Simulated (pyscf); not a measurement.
This saddle point was located with ωB97X-D3(BJ)/def2-SVP in PySCF.

```xyz
13

N     -1.1576    -1.8821     0.4414
Ti    -0.1408    -0.7210    -0.5256
Cl    -1.6895     1.0499     0.3456
Cl    -0.8673    -0.4786    -2.5725
Cl     1.6468    -1.9832    -0.7660
H     -0.9733    -2.8835     0.4519
H     -1.9817    -1.6199     0.9761
O      0.8909     0.6601     0.3755
Si     0.1023     2.2145     1.2093
H      1.8404     0.5354     0.5145
H     -0.9403     3.0545     1.8860
H      0.6900     3.1185     0.1868
H      0.9890     1.9111     2.3775
```
Charge 0, spin multiplicity 1.

Surface: singlet, charge 0. Lowest wavenumbers (cm⁻¹): 201i, 36, 81, 106, 126.

Problem. Name the species on either side of this saddle.

Solution. H₂N–Ti(Cl)(Cl)–Cl + silanol (HO–SiH₃) <-> H₂N–Ti(OH)(Cl)–Cl + H₃Si–Cl, a four-centre exchange read from left to right: Cl–Ti, O–Si broken and O–Ti, Cl–Si formed. At ωB97M-D3(BJ)/def2-TZVP it lies +8.5 kcal/mol from the left side and +7.5 kcal/mol from the right (each side as separated species at their lowest minima found). On the reactant side the descent ends in an adduct with a O–Ti contact, 12.7 kcal/mol under the separated species and 17.1 kcal/mol under the saddle at ωB97X-D3(BJ)/def2-TZVP. On the product side the descent ends in a complex (not fully relaxed), 4.2 kcal/mol under the separated species and 6.9 kcal/mol under the saddle at ωB97X-D3(BJ)/def2-TZVP. What is counted as formed (O–Ti) is already present as a longer contact in the reactant adduct; forming that adduct is a step of its own. At ωB97X-D3(BJ)/def2-TZVP the barrier from the zero used here is 4.4 kcal/mol. The same reactants have a lower exit, to NH₃ + H₃Si–O–Ti(Cl)(Cl)–Cl (barrier +1.0 kcal/mol at ωB97M-D3(BJ)/def2-TZVP, against +8.5 kcal/mol here). One saddle was located; it need not be the lowest between these sides.
